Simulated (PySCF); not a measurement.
Atom-mapped SMILES (the numbers label the heavy atoms): `[NH2:1][SiH2:2][SH:3]`. Each H is labelled by its parent atom.

[PySCF 2.14: NMR shieldings at KT3/pcSseg-2/GIAO; geometry: PBE0-D3(BJ)/def2-SVP; one conformer; non-relativistic; isolated molecule; one averaged value for each set of equivalent atoms]

δ = σ(ref) − σ, references computed at the same level: 1H, 29Si against TMS; 15N vs NH3; CS2 for 33S.

| atoms | nucleus | count | δ (ppm) |
| --- | --- | --- | --- |
| N1 | 15N | 1 | 24.1 |
| H(S3) | 1H | 1 | 0.51 |
| H(N1) | 1H | 2 | 0.70 |
| H(Si2) | 1H | 2 | 5.27 |
| Si2 | 29Si | 1 | ? |
| S3 | 33S | 1 | ? |

Q: Fill in the missing shifts.

A: 
- Si2: -29.6 ppm, silicon bonded to N, S, 2 H
- S3: -153 ppm, sulfur bonded to Si, H

The OH or NH signal is concentration- and solvent-dependent in practice; the value given is the gas-phase one. Experimental scales use liquid or dissolved standards, which lie at an offset from isolated NH3 (liquid NH3: subtract about 20 ppm).
